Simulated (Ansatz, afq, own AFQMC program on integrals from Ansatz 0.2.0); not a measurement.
H2Cl, doublet: AFQMC among the cluster methods

```csv
atom,x (Å),y (Å),z (Å)
H,0.0000,0.0000,-1.1967
H,0.0000,0.0000,-0.2847
Cl,0.0000,0.0000,1.4813
```

Basis cc-pVTZ. Only valence electrons are correlated. Ansatz 0.2.0 and our own AFQMC program on the same integrals; the CISD trial comes from CCSD amplitudes, and released means the phaseless constraint is let go. Uncertainties: one standard error, sampling alone.

Determinant: UHF, the one that the program's search chose, which needn't be the lowest solution. The geometry is a point of a scan.

No full CI on the walks' own integrals is used here; CCSDT(Q) serves as the reference and is uncertain by about the last step of the cluster series.

```
T1 diagnostic                               : 0.0166
weight of the determinant in the CISD state : 0.903
⟨S²⟩ of the determinant                     : 0.793
size of the correlated space                : 9 electrons in 57 orbitals
```

Reference: CCSDT(Q), correlation energy -6.547 eV. The released energy is read at 2.40 1/Eh (meV from the phaseless value at times in 1/Eh: -6.8 ± 2.0 at 0.24, -8.6 ± 1.7 at 0.51, -15.0 ± 2.1 at 0.99, -15 ± 3 at 1.62, -10 ± 3 at 2.40).

| level | E − E(reference) (mEh) | share of correlation (%) |
| --- | --- | --- |
| HF | 240.58 | 0.00 |
| MP2 | 39.07 | 83.76 |
| CCSD | 8.38 | 96.52 |
| CCSD(T) | 1.06 | 99.56 |
| CCSDT | 0.26 | 99.89 |
| ph-AFQMC/CISD | 0.44 ± 0.08 | 99.82 |
| released AFQMC | 0.07 ± 0.10 | 99.97 |

A walk keeps the symmetry of its determinant, which the program's search chose and which needn't be the lowest solution, so a lower state of the same spin and another symmetry isn't excluded. Released energies are given only where the last usable release times agree within the noise; a slower fall can still hide under it.
